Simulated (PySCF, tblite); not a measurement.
Isomers of C4H10N2, one GFN2-xTB conformer each. Single-point energies are computed at PBE0/pcSseg-1 (PySCF, gas phase, no added dispersion term), electronic only.

```csv
SMILES,GFN2-xTB relative energy (kJ/mol)
CNNC1CC1,12.7
CN(N)C1CC1,0.0
```

Conformers: `[CH3:1][NH:2][NH:3][CH:4]1[CH2:5][CH2:6]1` with C1–N2–N3–C4 84°, N2–N3–C4–C5 142°; `[CH3:1][N:2]([NH2:3])[CH:4]1[CH2:5][CH2:6]1` with C1–N2–N3–H -164° and 77°, C1–N2–C4–C5 154°.

Q: What does PBE0/pcSseg-1 give for the same structures?

A: 
| SMILES | PBE0/pcSseg-1 E (Eh) | PBE0/pcSseg-1 (kJ/mol) | GFN2-xTB (kJ/mol) | point group |
| --- | --- | --- | --- | --- |
| CN(N)C1CC1 | -267.52341 | 0.0 | 0.0 | C1 |
| CNNC1CC1 | -267.51956 | 10.1 | 12.7 | C1 |

Both levels put the same isomer lowest. Neighbours about 10 kJ/mol apart or less (CN(N)C1CC1 and CNNC1CC1) can change places with a better method, another conformer or zero-point energy.

Q: Which frontier levels, dipoles and rotational constants go with these structures?

A: 
```
    SMILES  HOMO (eV, PBE0/pcSseg-1)  LUMO (eV)  dipole (D)     A, B, C (MHz)
CN(N)C1CC1                     -6.35       1.52        1.61  6302, 2831, 2154
  CNNC1CC1                     -6.56       1.43        1.63  9555, 1977, 1914
```

Q: What happens when harmonic zero-point energies from GFN2-xTB frequencies are added?

A: 
```tsv
SMILES	ZPE (kJ/mol)	electronic (kJ/mol)	with ZPE (kJ/mol)
CN(N)C1CC1	366.5	0.0	0.0
CNNC1CC1	367.5	10.1	11.1
```

The zero-point energies span 1.0 kJ/mol. The order is unchanged.

Q: As an exercise, what shares would exp(−E/RT) give at 1000 K from these electronic energies alone (no entropy, no degeneracies)?

A: RT = 8.314 kJ/mol: CN(N)C1CC1 77.1 %, CNNC1CC1 22.9 %.
